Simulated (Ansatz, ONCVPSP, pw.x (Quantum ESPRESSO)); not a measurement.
## Cu (Z = 29): does the ONCV potential hold in the solid?

```json
{
  "Element": "Cu",
  "Generator": "ONCVPSP 4.0.1.1 (patched build)",
  "Type": "optimised norm-conserving Vanderbilt (ONCV)",
  "Functional": "PBEsol",
  "Relativity": "scalar-relativistic",
  "Frozen core": "[Ne]",
  "Valence charge": "19",
  "Reference configuration": "3s2 3p6 3d10 4s1",
  "Partial waves": "3s+4s: rc 1.35 bohr, ncon 3, nbas 6, qcut 9 1/bohr, 2 projectors; 3p: rc 1.20 bohr, ncon 4, nbas 7, qcut 9.4 1/bohr, local; 3d: rc 1.40 bohr, ncon 4, nbas 9, qcut 13.8 1/bohr, 2 projectors, debl 3.7 Ha",
  "Local potential": "the p channel",
  "Core correction": "none"
}
```

Crystal test: bcc Cu in pw.x 7.5, no spin, 16³ k-points, Fermi–Dirac smearing 0.01 Ry, cutoffs 160/640 Ry. The reference is all-electron LAPW (Ansatz 0.2.0) with the same functional, mesh and smearing; V0 and B0 come from Birch–Murnaghan fits to the pressures at five volumes. Errors are pseudo minus all-electron; Δ is the rms difference of the E(V) curves that follow from these fits, minima aligned, over ±6 % about the mean V0. Mesh and smearing are coarse, so the numbers serve the comparison and aren't converged zero-temperature values; the lattice is a test structure that the element need not adopt.

All-electron: a0 = 2.833 Å (V0 = 11.36 Å³/atom), B0 = 165.5 GPa.

**Question.** How far does the potential miss the all-electron equation of state?

**Answer.** mean pressure error (GPa): -2.66; a0 (Å): 2.823; a0 error (%): -0.33; B0 error (%): +62.4; Δ (meV/atom): 7.6. This is a poor potential for the solid. Atomic configuration tests: 1 of 4 tests not solved or not reliable.

```tsv
V (Å³/atom)	P all-electron (GPa)	P pseudo (GPa)
10.804	9.48	11.49
11.089	4.31	4.19
11.373	-0.14	-2.88
11.657	-3.97	-9.18
11.942	-7.25	-14.52
```

**Question.** At the middle volume, how do free energy and pressure move when the wave cutoff is lowered (ecutrho kept at four times it)?

**Answer.**

| cutoff (Ry) | shift of F (meV/atom) | shift of P (GPa) |
| --- | --- | --- |
| 72 | +27962.5 | -1382.01 |
| 96 | +3666.3 | -324.86 |
| 128 | +78.6 | -13.95 |

The run at the middle volume (145 k-points, 13 iterations) took about 3.5 min on one core of a shared host (Neoverse-N1, 64 threads, 124 GiB, load 58).
